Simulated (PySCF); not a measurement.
**Working with the constants of AlC⁺**

PBE0 constants of AlC⁺, ³Π (triplet), unpaired electrons σ ↑, π ↑, a second solution, started from another occupation (PySCF, no relativity, basis sets Al def2-SVP, C def2-SVP; masses 26.9815 and 12.0000 u):

```
ωe              : 237.9 cm⁻¹
ωexe            : 4.64 cm⁻¹
Be              : 0.34676 cm⁻¹
αe              : 0.00909 cm⁻¹
D (centrifugal) : 2.95e-06 cm⁻¹
```

Q: Give the vibrational terms G(v) and spacings up to v = 6.

A: G(v) = ωe(v+½) − ωexe(v+½)².

```csv
v,G(v) (cm⁻¹),G(v) − G(v−1),Bv (cm⁻¹)
0,118,,0.3422
1,346,229,0.3331
2,566,219,0.3240
3,776,210,0.3149
4,977,201,0.3059
5,1168,192,0.2968
6,1350,182,0.2877
```

For an ion De counts to the pair picked by the measured ionisation energies or electron affinities, which need not be the lowest pair at this level.
